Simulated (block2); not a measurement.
# HNO (nitroxyl) at DMRG/ANO-RCC-MB, part 2 of 2

block2 0.5.4. Earlier steps stand in the parts before.

## Step 3: The doublet anion: a single-point energy at DMRG/ANO-RCC-MB

block2_dmrg.py reads:

```python
import numpy as np
from pyscf import cc, dft, gto, mcscf, mp, scf
from pyblock2._pyscf.ao2mo import integrals as itg
from pyblock2.driver.core import DMRGDriver, SymmetryTypes

mol = gto.M(atom="""
N     -0.275940     0.297220    -0.114780
O      0.768580     0.418030     0.466150
H     -0.492640    -0.715240    -0.351380
""", basis="ano-rcc-mb", charge=-1, spin=1, verbose=3, max_memory=2000)
print("nao                     : %d" % (mol.nao))
mf = scf.ROHF(mol)
mf.conv_tol = 1e-10
mf.max_cycle = 200
mf.kernel()
if not mf.converged:
    mf = mf.newton().run(mf.mo_coeff, mf.mo_occ)
print("SCF energy              : %.10f" % (mf.e_tot))
# single-reference ladder for comparison
ref = scf.UHF(mol).run(mf.make_rdm1(), conv_tol=1e-10)
pt = mp.MP2(ref, frozen=2).run()
mycc = cc.CCSD(ref, frozen=2)
mycc.max_cycle = 150
mycc.kernel()
print(f"E(MP2)                  : {pt.e_tot:.10f}")
if mycc.converged:
    print("CCSD total energy       : %.10f" % (mycc.e_tot))
    print(f"E(CCSD(T))              : {mycc.e_tot + mycc.ccsd_t():.10f}")
# a few density functionals on the same geometry and basis
ks = dft.UKS(mol, xc="m062x").set(conv_tol=1e-9, verbose=3).run(mf.make_rdm1())
if ks.converged:
    print("E(M06-2X)               : %.8f" % (ks.e_tot))
ks = dft.UKS(mol, xc="hse06").set(conv_tol=1e-9, verbose=3).run(mf.make_rdm1())
if ks.converged:
    print(f"E(HSE06)                : {ks.e_tot:.8f}")
ks = dft.UKS(mol, xc="tpss").set(conv_tol=1e-9, verbose=3).run(mf.make_rdm1())
if ks.converged:
    print("E(TPSS)                 : %.8f" % (ks.e_tot))
ks = dft.UKS(mol, xc="lda,vwn5").set(conv_tol=1e-9, verbose=3).run(mf.make_rdm1())
if ks.converged:
    print("E(SVWN5)                : %.8f" % (ks.e_tot))
ks = dft.UKS(mol, xc="bhandhlyp").set(conv_tol=1e-9, verbose=3).run(mf.make_rdm1())
if ks.converged:
    print(f"E(BHLYP)                : {ks.e_tot:.8f}")
# natural orbitals of MP2 give a compact matrix product state
occ_no, mo = mcscf.addons.make_natural_orbitals(mp.MP2(mf.to_uhf(), frozen=2).run())
mf.mo_coeff = mo
ncas, n_elec, spin, ecore, h1e, g2e, orb_sym = itg.get_rhf_integrals(mf, ncore=2, ncas=9, pg_symm=False, g2e_symm=1)
dmrg = DMRGDriver(scratch="./tmp", symm_type=SymmetryTypes.SU2, stack_mem=1500 << 20, n_threads=1)
# order the orbitals along the chain
idx = dmrg.orbital_reordering(h1e, g2e, method="fiedler")
print("orbital order:", idx.tolist())
h1e = h1e[np.ix_(idx, idx)]
g2e = g2e[np.ix_(idx, idx, idx, idx)]
orb_sym = np.array(orb_sym)[idx]
dmrg.initialize_system(n_sites=ncas, n_elec=n_elec, spin=spin, orb_sym=orb_sym)
mpo = dmrg.get_qc_mpo(h1e=h1e, g2e=g2e, ecore=ecore, iprint=1)
occs = np.array([1.8] * 6 + [1.0] * 1 + [0.2] * 2)[idx]
psi = dmrg.get_random_mps(tag="GS", bond_dim=50, nroots=1, occs=occs)
bond_dims = [50] * 4 + [100] * 2
noises = [0.0001] * 4 + [1e-05] * 2 + [0]
thrds = [1e-08] * 6
e = dmrg.dmrg(mpo, psi, n_sweeps=12, tol=1e-06, bond_dims=bond_dims, noises=noises, thrds=thrds, iprint=1)
ms, dws, es = dmrg.get_dmrg_results()
print("discarded weight        : %.3e" % (dws[-1]))
print(f"final energy            : {e:.10f}")
csf, coef = dmrg.get_csf_coefficients(psi, cutoff=0.08, iprint=1)
print(f"leading coefficient squared: {np.max(np.abs(coef)) ** 2:.4f}")
# exact diagonalisation in the same space
ci = mcscf.CASCI(mf, 9, (7, 6))
ci.fix_spin_(ss=0.75)
ci.fcisolver.conv_tol = 1e-10
ci.fcisolver.max_cycle = 200
ci.kernel()
print(f"FCI energy              : {ci.e_tot:.10f}")
```

Launch:

```bash
python block2_dmrg.py
```

Standard output:

```text
nao                     : 11
converged SCF energy = -129.586983231368
SCF energy              : -129.5869832314
converged SCF energy = -129.587959026597  <S^2> = 0.75265036  2S+1 = 2.0026486
E(UMP2) = -129.643358393142  E_corr = -0.0553993665452192
E(SCS-UMP2) = -129.644339139445  E_corr = -0.0563801128480223
E(UCCSD) = -129.6600837297576  E_corr = -0.0721247031605121
E(MP2)                  : -129.6433583931
CCSD total energy       : -129.6600837298
UCCSD(T) correction = -0.000908573258805628
E(CCSD(T))              : -129.6609923030
converged SCF energy = -130.248316618175  <S^2> = 0.75080642  2S+1 = 2.0008063
E(M06-2X)               : -130.24831662
converged SCF energy = -130.171336918214  <S^2> = 0.75079294  2S+1 = 2.0007928
E(HSE06)                : -130.17133692
converged SCF energy = -130.319975580186  <S^2> = 0.75068667  2S+1 = 2.0006865
E(TPSS)                 : -130.31997558
converged SCF energy = -129.307708500701  <S^2> = 0.75050725  2S+1 = 2.0005072
E(SVWN5)                : -129.30770850
converged SCF energy = -130.229054445952  <S^2> = 0.75115209  2S+1 = 2.0011518
E(BHLYP)                : -130.22905445
E(UMP2) = -129.642632201768  E_corr = -0.0556489704003753
E(SCS-UMP2) = -129.643515678519  E_corr = -0.0565324471515721
orbital order: [4, 8, 7, 5, 1, 2, 0, 6, 3]
integral symmetrize error =  0.0
integral cutoff error =  0.0
mpo terms =       4102

Build MPO | Nsites =     9 | Nterms =       4102 | Algorithm = FastBIP | Cutoff = 1.00e-20
 Site =     0 /     9 .. Mmpo =    14 DW = 0.00e+00 NNZ =       14 SPT = 0.0000 Tmvc = 0.001 T = 0.009
 Site =     1 /     9 .. Mmpo =    40 DW = 0.00e+00 NNZ =      160 SPT = 0.7143 Tmvc = 0.001 T = 0.014
 Site =     2 /     9 .. Mmpo =    62 DW = 0.00e+00 NNZ =      307 SPT = 0.8762 Tmvc = 0.001 T = 0.009
 Site =     3 /     9 .. Mmpo =    92 DW = 0.00e+00 NNZ =      497 SPT = 0.9129 Tmvc = 0.001 T = 0.043
 Site =     4 /     9 .. Mmpo =    92 DW = 0.00e+00 NNZ =     1944 SPT = 0.7703 Tmvc = 0.001 T = 0.011
 Site =     5 /     9 .. Mmpo =    62 DW = 0.00e+00 NNZ =      494 SPT = 0.9134 Tmvc = 0.001 T = 0.012
 Site =     6 /     9 .. Mmpo =    40 DW = 0.00e+00 NNZ =      308 SPT = 0.8758 Tmvc = 0.000 T = 0.004
 Site =     7 /     9 .. Mmpo =    14 DW = 0.00e+00 NNZ =      161 SPT = 0.7125 Tmvc = 0.000 T = 0.005
 Site =     8 /     9 .. Mmpo =     1 DW = 0.00e+00 NNZ =       14 SPT = 0.0000 Tmvc = 0.000 T = 0.013
Ttotal =      0.119 Tmvc-total = 0.008 MPO bond dimension =    92 MaxDW = 0.00e+00
NNZ =         3899 SIZE =        25980 SPT = 0.8499

Rank =     0 Ttotal =      0.120 MPO method = FastBipartite bond dimension =      92 NNZ =         3899 SIZE =        25980 SPT = 0.8499

Sweep =    0 | Direction =  forward | Bond dimension =   50 | Noise =  1.00e-04 | Dav threshold =  1.00e-08
Time elapsed =      0.880 | E =    -129.6611753809 | DW = 1.49371e-07

Sweep =    1 | Direction = backward | Bond dimension =   50 | Noise =  1.00e-04 | Dav threshold =  1.00e-08
Time elapsed =      2.260 | E =    -129.6613094925 | DE = -1.34e-04 | DW = 2.21165e-07

Sweep =    2 | Direction =  forward | Bond dimension =   50 | Noise =  1.00e-04 | Dav threshold =  1.00e-08
Time elapsed =      3.203 | E =    -129.6613094938 | DE = -1.31e-09 | DW = 3.22185e-07

Sweep =    3 | Direction = backward | Bond dimension =   50 | Noise =  1.00e-04 | Dav threshold =  1.00e-08
Time elapsed =      4.220 | E =    -129.6613096862 | DE = -1.92e-07 | DW = 2.21394e-07

Sweep =    4 | Direction =  forward | Bond dimension =  100 | Noise =  1.00e-05 | Dav threshold =  1.00e-08
Time elapsed =      5.610 | E =    -129.6613097412 | DE = -5.50e-08 | DW = 2.36935e-11

Sweep =    5 | Direction = backward | Bond dimension =  100 | Noise =  1.00e-05 | Dav threshold =  1.00e-08
Time elapsed =      7.227 | E =    -129.6613097412 | DE = 0.00e+00 | DW = 4.59940e-10

Sweep =    6 | Direction =  forward | Bond dimension =  100 | Noise =  0.00e+00 | Dav threshold =  1.00e-07
Time elapsed =      9.431 | E =    -129.6613097412 | DE = 2.49e-13 | DW = 2.11020e-20

discarded weight        : 2.110e-20
final energy            : -129.6613097412
mps center changed (temporarily)
DTRIE T =      0.001
Number of CSF =          1 (cutoff =      0.08)
Sum of weights of included CSF =    0.956497760179324

CSF          0 2002222-2  =    0.978007034831204
leading coefficient squared: 0.9565
CASCI E = -129.661309741567  E(CI) = -43.2227791755961  S^2 = 0.7500000
FCI energy              : -129.6613097416
```

Run time: 48 s. Hardware: 1 thread of Intel Xeon at 2.50GHz (Skylake/Cascade Lake), shared host; peak memory 0.28 GiB.

## Step 4: Outcome

The summary covers parts 1 to 2.

Level: DMRG/ANO-RCC-MB, 2 core orbitals frozen.

| quantity | value |
| --- | --- |
| run 1, DMRG/ANO-RCC-MB: total energy | -129.77145 Eh |
| run 1, DMRG/ANO-RCC-MB: dipole moment (of the density that the program reports) | 1.89 D |
| run 1, DMRG/ANO-RCC-MB: T1 diagnostic of the CCSD step | 0.012 |
| doublet anion: total energy | -129.66131 Eh |
| vertical electron affinity (to the doublet anion) | -2.997 eV |

**Reading.** The anion lies 3.00 eV (289 kJ/mol) above the neutral: the electron isn't bound at this level, and such a value depends on the basis. Without diffuse functions anions come out too high. In a minimal basis such a difference can be off by several eV, whatever the method. The basis (run 1, DMRG/ANO-RCC-MB) was made for a relativistic Hamiltonian, but the run is non-relativistic. The basis (doublet anion) was made for a relativistic Hamiltonian, but the run is non-relativistic.
